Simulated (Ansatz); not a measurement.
# H3SSi: relaxed scan of one distance from a Python script

Aim: a relaxed scan of one distance, for H3SSi, run from a script.

All numbers are computed with Ansatz 0.2.0, driven from Python. Level of theory: PBE/def2-SVP.

### Step 1. The system

Bond lengths: Si1–S2 2.066 Å, Si1–H3 1.490 Å, Si1–H4 1.473 Å, Si1–H5 1.529 Å. Angles: S2–Si1–H3 113.6°, S2–Si1–H4 109.1°, S2–Si1–H5 110.1°, H3–Si1–H4 110.5°, H3–Si1–H5 107.1°, H4–Si1–H5 106.1°.

No structure file is read: the coordinates are typed or built in the script.

### Step 2. The script

Input file h3ssi.py:

```python
"""One bond of H3SSi held at set lengths while the rest relaxes."""

import ansatz as az
import numpy as np

BASIS = "def2-SVP"
FUNCTIONAL = "pbe"

geometry = (
    az.Crystal.molecule()
    .atom("Si", (-0.0867, -0.0281, -0.0081))
    .atom("S", (1.9366, -0.3612, 0.2477))
    .atom("H", (-0.9333, -0.6644, 1.0401))
    .atom("H", (-0.4868, -0.4926, -1.3477))
    .atom("H", (-0.38, 1.4726, 0.0266))
)

base = geometry.calculation()
base = base.basis(gaussian=BASIS)
base = base.functional(FUNCTIONAL)
base = base.spin("collinear", total=1)
symbols = [site.symbol for site in geometry.cartesian_sites]
pairs = [(0, 1), (0, 2), (0, 3), (0, 4)]
print("held (A)   E (eV)        ", "  ".join(f"{symbols[i]}{i}-{symbols[j]}{j}" for i, j in pairs))
for length in [1.9, 2.07, 2.23, 2.48, 2.79]:
    summary = base.relax(constraints=[az.DistanceConstraint((0, 1), at=length)], force_tolerance=0.02, max_steps=60).run(threads=1, pin="off").report
    xyz = np.array(summary["positions_ang"])
    print(f"{length:6.2f} {summary['free_energy_ev']:14.5f}  ", "  ".join(f"{np.linalg.norm(xyz[i] - xyz[j]):.3f}" for i, j in pairs))
```

### Step 3. Running it

On the command line:

```console
$ python h3ssi.py
```

Standard output:

```text
held (A)   E (eV)         Si0-S1  Si0-H2  Si0-H3  Si0-H4
DeckWarning: relax.constraints: the input's atoms, or those drawn, lie off the distances that are held; a relaxation that starts there is brought onto them ahead of its first SCF, by positions alone, an atom by 8.32e-2 Å at the most. With the symmetry [...]
  1.90   -18745.58537   1.900  1.512  1.514  1.537
  2.07   -18746.10058   2.070  1.507  1.507  1.517
  2.23   -18746.07112   2.230  1.504  1.506  1.506
  2.48   -18745.60136   2.480  1.500  1.501  1.501
  2.79   -18744.81495   2.790  1.497  1.497  1.498
```

(Warnings from the package without file and line, shortened, repeats left out.)

Run time: 1.7 min. Hardware: 1 thread of Arm Neoverse V2, shared host; peak memory 0.2 GiB.

Lines on the test bed's own set-up are left out of the output.

### Step 4. The runs side by side

The 5 runs, in the order started:

```
run  distance (Å)  energy from run 2 (eV)  <S²>  SCF cycles in all  CPU time (s)
  1          1.90                  0.5152  0.75                156            17
  2          2.07                  0.0000  0.75                181            26
  3          2.23                  0.0295  0.75                123            15
  4          2.48                  0.4992  0.75                156            20
  5          2.79                  1.2856  0.76                169            24
```

### Step 5. Path of the relaxation of run 1

The steps of the relaxation:

| step | E - E(step 1) (eV) | largest force component (eV/Å) |
| --- | --- | --- |
| 1 | 0.0000 | 0.6696 |
| 2 | -0.0302 | 0.1286 |
| 3 | -0.0372 | 0.2153 |
| 4 | 0.0218 | 0.6318 |
| 5 | -0.0463 | 0.2736 |
| 6 | -0.0331 | 0.3396 |
| 7 | -0.0506 | 0.0640 |
| 8 | -0.0519 | 0.0184 |

Step 1 is the start. Steps 4, 6 were tried and not accepted.

Before: Bond lengths: Si1–S2 2.066 Å, Si1–H3 1.490 Å, Si1–H4 1.473 Å, Si1–H5 1.529 Å. Angles: S2–Si1–H3 113.6°, S2–Si1–H4 109.1°, S2–Si1–H5 110.1°, H3–Si1–H4 110.5°, H3–Si1–H5 107.1°, H4–Si1–H5 106.1°.

After: Bond lengths: Si1–S2 1.900 Å, Si1–H3 1.512 Å, Si1–H4 1.514 Å, Si1–H5 1.537 Å. Angles: S2–Si1–H3 117.9°, S2–Si1–H4 118.0°, S2–Si1–H5 101.3°, H3–Si1–H4 107.4°, H3–Si1–H5 105.2°, H4–Si1–H5 105.2°.

### Step 6. How the relaxation of run 5 went

Relaxation path:

| step | E - E(step 1) (eV) | largest force component (eV/Å) |
| --- | --- | --- |
| 1 | 0.0000 | 1.9112 |
| 2 | -0.3690 | 0.3606 |
| 3 | -0.3862 | 0.0656 |
| 4 | -0.3879 | 0.0035 |

Step 1 is the start.

Before: Bond lengths: Si1–S2 2.066 Å, Si1–H3 1.490 Å, Si1–H4 1.473 Å, Si1–H5 1.529 Å. Angles: S2–Si1–H3 113.6°, S2–Si1–H4 109.1°, S2–Si1–H5 110.1°, H3–Si1–H4 110.5°, H3–Si1–H5 107.1°, H4–Si1–H5 106.1°.

After: Bond lengths: Si1–H3 1.497 Å, Si1–H4 1.497 Å, Si1–H5 1.498 Å. Angles: H3–Si1–H4 112.7°, H3–Si1–H5 112.7°, H4–Si1–H5 112.9°.

### Step 7. Results

| quantity | value |
| --- | --- |
| runs compared | 5 |
| range of energy | 1.286 eV |
| lowest point, distance (Å) | 2.07 |

**Reading.** The lowest point, at 2.07, lies inside the range. The ends stand 0.515 and 1.29 eV above it. The distance scanned is the script's pair 0, 1. Run 1: The relaxation took 5 moves; the largest shift is 0.169 Å, of atom 2 (S). Run 5: After 3 moves the largest shift is 0.504 Å, of atom 2 (S). Notes:
- The energies are electronic: no zero-point or thermal terms, and the basis set is short of its limit.
- The species is open-shell (spin multiplicity 2).
